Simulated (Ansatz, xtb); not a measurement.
## Ranking isomers of C2HF3S

6 gas-phase structures of C2HF3S, found in a search over its isomers (lower ones may exist). Each was relaxed with GFN2-xTB; where two conformers were screened, the lower at r2SCAN-D4/def2-SVP is listed:

A. `F/C=C(/F)SF`, a singlet
B. `F[C@@H]1SC1(F)F`, a singlet
C. `FC(F)(F)C=S`, a singlet
D. `FC(F)=C(F)S`, a singlet
E. `F/C=C(\F)SF`, a singlet
F. `FC(=S)C(F)F`, a singlet

Q: Estimate their order in r2SCAN-D4/def2-SVP energy at these geometries, lowest first.

A: Calculated order at r2SCAN-D4/def2-SVP: C (0.0), F (29.7), B (53.1), D (94.0), E (171.1), A (184.8) kJ/mol.

Energies above the lowest of each column, in kJ/mol; the last columns are at PBE0-D3(BJ)/def2-SVP geometries and were run for some of them only (a dash: not run or not comparable):

```json
{"structure": "C", "GFN2-xTB": "0.4", "HF/STO-3G": "21.5", "r2SCAN-D4/def2-SVP": "0.0", "PBE0-D3(BJ)/def2-SVP": "0.0", "CCSD(T)/def2-SVP + ΔMP2/def2-TZVPP": "0.0"}
{"structure": "F", "GFN2-xTB": "8.7", "HF/STO-3G": "27.8", "r2SCAN-D4/def2-SVP": "29.7", "PBE0-D3(BJ)/def2-SVP": "28.4", "CCSD(T)/def2-SVP + ΔMP2/def2-TZVPP": "27.7"}
{"structure": "B", "GFN2-xTB": "0.0", "HF/STO-3G": "0.0", "r2SCAN-D4/def2-SVP": "53.1", "PBE0-D3(BJ)/def2-SVP": "48.1", "CCSD(T)/def2-SVP + ΔMP2/def2-TZVPP": "64.5"}
{"structure": "D", "GFN2-xTB": "18.3", "HF/STO-3G": "35.7", "r2SCAN-D4/def2-SVP": "94.0", "PBE0-D3(BJ)/def2-SVP": "–", "CCSD(T)/def2-SVP + ΔMP2/def2-TZVPP": "–"}
{"structure": "E", "GFN2-xTB": "49.6", "HF/STO-3G": "124.7", "r2SCAN-D4/def2-SVP": "171.1", "PBE0-D3(BJ)/def2-SVP": "–", "CCSD(T)/def2-SVP + ΔMP2/def2-TZVPP": "–"}
{"structure": "A", "GFN2-xTB": "43.4", "HF/STO-3G": "123.5", "r2SCAN-D4/def2-SVP": "184.8", "PBE0-D3(BJ)/def2-SVP": "–", "CCSD(T)/def2-SVP + ΔMP2/def2-TZVPP": "–"}
```

CCSD(T)/def2-SVP + ΔMP2/def2-TZVPP puts C lowest of those it was run on; HF/STO-3G picks B. Some further structures that were screened fall inside this span and aren't listed. Flexible structures stand in one conformer each, not always the lowest. Frequencies (PBE0-D3(BJ)/def2-SVP) were run for B, C, F alone. The ΔMP2 step shifts differences by up to 19.9 kJ/mol, which makes them less sure. ΔMP2 is the change of the MP2 energy from the smaller to the larger basis.

Over these structures GFN2-xTB departs from r2SCAN-D4/def2-SVP by 44.2 kJ/mol on average once a common shift is removed. A GFN2-xTB relaxation took about 0.11 s and the r2SCAN-D4/def2-SVP energy about 2.1 s on a shared host (Ansatz 0.2.0, xtb 6.7.1).
